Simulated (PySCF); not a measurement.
Boronic acid, BH₃O₂.
InChI=1S/BH3O2/c2-1-3/h1-3H

Theory: EOM-IP-CCSD/aug-cc-pVDZ in PySCF, restricted Hartree–Fock reference, 3 core orbitals frozen, non-relativistic, gas phase, PBE0-D3(BJ)/def2-SVP geometry.

The vertical ionisation energies are 12.36, 12.98, 13.31, 14.29, 15.82, 18.94 eV.

Problem. Which Hartree–Fock orbital leads each hole, and what is its Koopmans value −ε?

Solution. 
| leading hole (HF orbital) | Koopmans (eV) | EOM-IP-CCSD (eV) | change (eV) | one-hole share |
| --- | --- | --- | --- | --- |
| HOMO-1 | 13.94 | 12.36 | -1.58 | 0.95 |
| HOMO-2 | 14.75 | 12.98 | -1.77 | 0.95 |
| HOMO | 13.92 | 13.31 | -0.61 | 0.96 |
| HOMO-3 | 15.78 | 14.29 | -1.49 | 0.94 |
| HOMO-4 | 17.68 | 15.82 | -1.86 | 0.94 |
| HOMO-5 | 20.30 | 18.94 | -1.36 | 0.95 |

Problem. Does the order of the lines follow the orbital energies?

Solution. No: the HOMO-1 hole (12.36 eV) falls below the HOMO hole (13.31 eV); the HOMO-2 hole (12.98 eV) falls below the HOMO hole (13.31 eV). The corrections run from -1.86 to -0.61 eV, with a mean of -1.44 eV over the 6 lines; no line lies above its Koopmans value. Koopmans values leave out both the relaxation of the orbitals and the change in correlation energy.

Problem. At what kinetic energies would He II light (40.81 eV) eject these electrons?

Solution. 28.45 eV (HOMO-1), 27.83 eV (HOMO-2), 27.50 eV (HOMO), 26.52 eV (HOMO-3), 24.99 eV (HOMO-4), 21.87 eV (HOMO-5).

One root was sought for each valence orbital with −ε under 21 eV, eight at most, so deeper holes and satellites are missing; no vibrational structure.

Hardware: an Arm Neoverse V2 with one thread (shared host). Cost: 4.1 min, 0.94 GiB resident at most.

Shape of the structure used: `[OH:1][BH:2][OH:3]`: H–O1–B2–O3 0°, H–O3–B2–O1 0°.

One conformer stands for the species.
